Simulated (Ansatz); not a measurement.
Ansatz (a program for electronic structure) input file for CH2F2, SMILES FCF (connectivity only; charge and spin as stated), charge +1, multiplicity 2, B3LYP-D3(BJ)/def2-TZVP. 

Ansatz 0.2 input:
```yaml
crystal:
  periodic: [false, false, false]
  atoms:
    - {symbol: F, position_ang: [-1.07796697, -0.00000000, -0.28070697]}
    - {symbol: C, position_ang: [0.00000000, 0.00000000, 0.44863385]}
    - {symbol: F, position_ang: [1.07796697, -0.00000000, -0.28070697]}
    - {symbol: H, position_ang: [0.00000000, 0.88105681, 1.18046122]}
    - {symbol: H, position_ang: [-0.00000000, -0.88105680, 1.18046123]}
basis:
  gaussian:
    orbitals: def2-TZVP
hamiltonian:
  xc: b3lyp
  dispersion: d3bj
total_charge: 1
magnetization: {spin_polarized: true, initial_magnetization: 1}
relax: {f_tol: 0.002, max_steps: 200}
```

Output:

```
WARN ansatz: RAYON_NUM_THREADS=1 ignored (pool sized by the plan → 1); use --threads N
Functional definition: B3LYP
integrals: 0.02 GiB planned
580 factors; their error is unknown
mean field: 0.31 GiB planned
mean field evaluation 1: about -6486.5167 eV, gradient 5.1e1 eV
mean field evaluation 2: about -6476.4101 eV, gradient 7.8e1 eV
mean field evaluation 4: about -6493.4913 eV, gradient 2.5e0 eV
mean field evaluation 8: about -6493.5153 eV, gradient 1.8e-2 eV
mean field evaluation 16: about -6493.5284 eV, gradient 7.0e-5 eV
mean field -6493.52836260 eV, -238.6327658539 hartree, gradient 1.5e-5 eV, S^2 0.753816; 0 other end points of the search recorded, 0 dependent functions left out
the calculation of the forces begins
reference -6493.52851837 eV, -238.6327715783 hartree; 13, 12 occupied and 92, 93 virtual orbitals, 580 factors
relax step   1: F+E_penalty+E_count = -6493.59300561 eV  Δ(F+E_penalty+E_count) = +0.000e0 eV  max|allowed force component| = 2.193e0 eV/Å  Δτ_max = 0.0000 Å  (34 SCF iters, accepted)
these checks for a lower state are left out or cut short: starts, cluster_reference, orbital_swaps, neighbouring_geometries, increment
integrals: 0.02 GiB planned
580 factors; their error is unknown
mean field: 0.31 GiB planned
mean field -6493.57779896 eV, -238.6345826067 hartree, gradient 2.5e-5 eV, S^2 0.753760; 0 other end points of the search recorded, 0 dependent functions left out
the calculation of the forces begins
reference -6493.57795649 eV, -238.6345883957 hartree; 13, 12 occupied and 92, 93 virtual orbitals, 580 factors
relax step   2: F+E_penalty+E_count = -6493.64243560 eV  Δ(F+E_penalty+E_count) = -4.943e-2 eV  max|allowed force component| = 1.307e0 eV/Å  Δτ_max = 0.0269 Å  (34 SCF iters, accepted)
these checks for a lower state are left out or cut short: starts, cluster_reference, orbital_swaps, neighbouring_geometries, increment
integrals: 0.02 GiB planned
580 factors; their error is unknown
mean field: 0.31 GiB planned
mean field evaluation 32: about -6493.5987 eV, gradient 2.3e-3 eV
mean field -6493.59874525 eV, -238.6353523687 hartree, gradient 1.0e-5 eV, S^2 0.753589; 0 other end points of the search recorded, 0 dependent functions left out
the calculation of the forces begins
reference -6493.59890562 eV, -238.6353582622 hartree; 13, 12 occupied and 92, 93 virtual orbitals, 580 factors
relax step   3: F+E_penalty+E_count = -6493.66344534 eV  Δ(F+E_penalty+E_count) = -2.101e-2 eV  max|allowed force component| = 4.651e-1 eV/Å  Δτ_max = 0.0485 Å  (34 SCF iters, accepted)
these checks for a lower state are left out or cut short: starts, cluster_reference, orbital_swaps, neighbouring_geometries, increment
integrals: 0.02 GiB planned
580 factors; their error is unknown
mean field: 0.31 GiB planned
mean field -6493.60251113 eV, -238.6354907623 hartree, gradient 1.6e-5 eV, S^2 0.753604; 0 other end points of the search recorded, 0 dependent functions left out
the calculation of the forces begins
reference -6493.60267123 eV, -238.6354966456 hartree; 13, 12 occupied and 92, 93 virtual orbitals, 580 factors
relax step   4: F+E_penalty+E_count = -6493.66716354 eV  Δ(F+E_penalty+E_count) = -3.718e-3 eV  max|allowed force component| = 1.167e-1 eV/Å  Δτ_max = 0.0088 Å  (34 SCF iters, accepted)
these checks for a lower state are left out or cut short: starts, cluster_reference, orbital_swaps, neighbouring_geometries, increment
integrals: 0.02 GiB planned
580 factors; their error is unknown
mean field: 0.31 GiB planned
mean field -6493.60295563 eV, -238.6355070972 hartree, gradient 1.7e-5 eV, S^2 0.753631; 0 other end points of the search recorded, 0 dependent functions left out
the calculation of the forces begins
reference -6493.60311557 eV, -238.6355129750 hartree; 13, 12 occupied and 92, 93 virtual orbitals, 580 factors
relax step   5: F+E_penalty+E_count = -6493.66762010 eV  Δ(F+E_penalty+E_count) = -4.566e-4 eV  max|allowed force component| = 1.235e-2 eV/Å  Δτ_max = 0.0060 Å  (35 SCF iters, accepted)
these checks for a lower state are left out or cut short: starts, cluster_reference, orbital_swaps, neighbouring_geometries, increment
integrals: 0.02 GiB planned
580 factors; their error is unknown
mean field: 0.31 GiB planned
mean field -6493.60297389 eV, -238.6355077681 hartree, gradient 1.8e-5 eV, S^2 0.753624; 0 other end points of the search recorded, 0 dependent functions left out
the calculation of the forces begins
reference -6493.60313387 eV, -238.6355136475 hartree; 13, 12 occupied and 92, 93 virtual orbitals, 580 factors
relax step   6: F+E_penalty+E_count = -6493.66763791 eV  Δ(F+E_penalty+E_count) = -1.780e-5 eV  max|allowed force component| = 3.794e-3 eV/Å  Δτ_max = 0.0013 Å  (26 SCF iters, accepted)
these checks for a lower state are left out or cut short: starts, cluster_reference, orbital_swaps, neighbouring_geometries, increment
integrals: 0.02 GiB planned
580 factors; their error is unknown
mean field: 0.31 GiB planned
mean field -6493.60297515 eV, -238.6355078145 hartree, gradient 4.8e-5 eV, S^2 0.753621; 0 other end points of the search recorded, 0 dependent functions left out
the calculation of the forces begins
reference -6493.60313513 eV, -238.6355136936 hartree; 13, 12 occupied and 92, 93 virtual orbitals, 580 factors
relax step   7: F+E_penalty+E_count = -6493.66763914 eV  Δ(F+E_penalty+E_count) = -1.230e-6 eV  max|allowed force component| = 5.176e-4 eV/Å  Δτ_max = 0.0004 Å  (25 SCF iters, accepted)
integrals: 0.02 GiB planned
580 factors; their error is unknown
mean field: 0.31 GiB planned
mean field evaluation 64: about -6493.5870 eV, gradient 2.0e-1 eV
mean field -6493.60297515 eV, -238.6355078145 hartree, gradient 4.8e-5 eV, S^2 0.753621; 1 other end points of the search recorded, 0 dependent functions left out
the calculation of the forces begins
reference -6493.60313513 eV, -238.6355136936 hartree; 13, 12 occupied and 92, 93 virtual orbitals, 580 factors
Total energy: -6493.66779911 eV, -238.6378900513 hartree
Atom 0 at    -1.086864     0.000000    -0.289430 Å, force    -0.000083    -0.000000     0.000105 eV/Å
Atom 1 at    -0.000000    -0.000000     0.388379 Å, force    -0.000000     0.000000    -0.000518 eV/Å
Atom 2 at     1.086864    -0.000000    -0.289430 Å, force     0.000083    -0.000000     0.000105 eV/Å
Atom 3 at    -0.000000     0.824435     1.219311 Å, force    -0.000000     0.000203     0.000154 eV/Å
Atom 4 at    -0.000000    -0.824435     1.219311 Å, force    -0.000000    -0.000203     0.000154 eV/Å
Dipole moment:     0.000000     0.000000     0.761876 e Å
```

The run converged.
